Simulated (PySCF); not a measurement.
Compound: (chloromethyl)cyclopropane, C4H7Cl.
Geometry (PBE0-D3(BJ)/def2-SVP, Å), atoms numbered from 1 in this order:
```
atom  x, y, z in Å
Cl1    2.6581    0.1691   -0.7144
C2     1.3093   -0.5105    0.2574
C3    -0.0104   -0.3314   -0.4220
C4    -0.7064    0.9928   -0.3592
C5    -1.2479   -0.1694    0.4172
H6     1.3293    0.0037    1.2290
H7     1.5437   -1.5716    0.4207
H8    -0.1155   -0.8972   -1.3533
H9    -0.2107    1.7967    0.1926
H10   -1.2509    1.3289   -1.2449
H11   -2.1667   -0.6501    0.0719
H12   -1.1318   -0.1610    1.5050
```

The calculation used PBE0-D3(BJ)/def2-SVP geometry optimisation, gas phase (PySCF 2.14.0).

Take the most abundant isotopes and a rigid rotor. The values belong to one conformer with, in the numbering `[Cl:1][CH2:2][CH:3]1[CH2:4][CH2:5]1`, Cl1–C2–C3–C4 -79°.

(1) Give the principal moments of inertia and the rotational constants in MHz.

(2) Classify the top.

(3) What does the inertial defect say?

(4) Give the other two planar moments, Paa and Pbb, and the rms extents of the mass along the axes.

(5) Which types of transition are allowed, and where do some lines up to J = 5 fall?

(6) Estimate the classical rotational partition function at 25 K, 50 K and 100 K.

Results:

(1) Ia = 43.06, Ib = 246.04, Ic = 267.38 u·Å²; 505379 MHz·u·Å²/I gives A = 11737, B = 2054, C = 1890 MHz.

(2) A near-prolate asymmetric top; Ray's κ = -0.967.

(3) Not planar: Δ = Ic − Ia − Ib = -21.71 u·Å². For a rigid frame Δ = −2 Σ m c², so Σ m c² = 10.86 u·Å² lies off the ab plane: 7.14 from hydrogen and 3.72 from heavier atoms. The atom farthest from that plane is 1.57 Å away.

(4) Paa = Σ m a² = (Ib + Ic − Ia)/2 = 235.18 and Pbb = Σ m b² = (Ia + Ic − Ib)/2 = 32.20 u·Å². With the mass M = 90.02 u, the rms extents √(P/M) along a, b and c are 1.62, 0.60, 0.35 Å.

(5) The dipole components are |μa| = 1.82 D, |μb| = 0.86 D, |μc| = 0.13 D. Intensities carry the squares of the components, which stand as 1.00 : 0.23 : 0.00 (a : b : c). Some lines, for components of 0.1 D or more:

| type | branch | J(Ka,Kc) | MHz | lower level (cm⁻¹) |
| --- | --- | --- | --- | --- |
| a | R | 1(0,1) ← 0(0,0) | 3944 | 0.000 |
| a | R | 5(4,1) ← 4(4,0) | 19725 | 6.527 |
| a | R | 5(3,3) ← 4(3,2) | 19728 | 4.247 |
| b | Q | 2(2,1) ← 2(1,2) | 29539 | 0.712 |
| b | Q | 4(2,3) ← 4(1,4) | 30117 | 1.614 |
| c | R | 2(2,0) ← 1(1,0) | 37102 | 0.460 |
| c | R | 4(2,3) ← 3(1,3) | 45562 | 1.099 |
| b | Q | 4(3,2) ← 4(2,3) | 48829 | 2.618 |
| b | R | 5(2,3) ← 4(1,4) | 49905 | 1.614 |
| c | Q | 5(4,2) ← 5(3,2) | 68345 | 4.905 |
| c | Q | 4(4,1) ← 4(3,1) | 68347 | 4.247 |
| b | R | 5(3,2) ← 4(2,3) | 68557 | 2.618 |
| b | R | 5(5,1) ← 4(4,0) | 107601 | 6.527 |

(6) Point group C1, symmetry number σ = 1; q = (√π/σ)·√((kT/h)³/(ABC)), k/h = 20836.6 MHz/K: 3120 at 25 K, 8830 at 50 K, 25000 at 100 K.

No frequency check. No vibrational averaging or centrifugal distortion is included, and the geometry carries the error of its method. Quadrupole hyperfine structure (35Cl) is left out.
